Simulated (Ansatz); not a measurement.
AlClH$_{2}$O, SMILES `[OH][AlH][Cl]`, relaxed with RKS PBE0-D4/def2-TZVP in Ansatz 0.2.0 from a PBE-D4/def2-SVP geometry. The force threshold is 0.005 eV/Å; the program also tests the step.

Charge 0, multiplicity 1.

Start:

```xyz
5

O     0.142   -0.563   -1.164
Al    0.043    0.447    0.212
Cl   -0.525   -0.345    2.091
H    -0.047   -1.514   -1.164
H     0.388    1.975    0.025
```

```
        step  energy (eV)  largest force (eV/Å)  largest move (Å)
           1  -21194.6381                 0.601             0.000
           2  -21194.6566                 0.329             0.029
           3  -21194.6598                 0.020             0.013
           4  -21194.6598                 0.006             0.001
           5  -21194.6598                 0.006             0.001
6 (rejected)  -21194.6598                 0.009             0.001
           7  -21194.6598                 0.000             0.001
```

End:

```xyz
5

O     0.139   -0.563   -1.150
Al    0.046    0.445    0.195
Cl   -0.517   -0.346    2.052
H    -0.051   -1.500   -1.135
H     0.383    1.964    0.038
```

Run time 6.5 s (2 threads of a server CPU on a shared host); peak host memory 0.21 GiB.
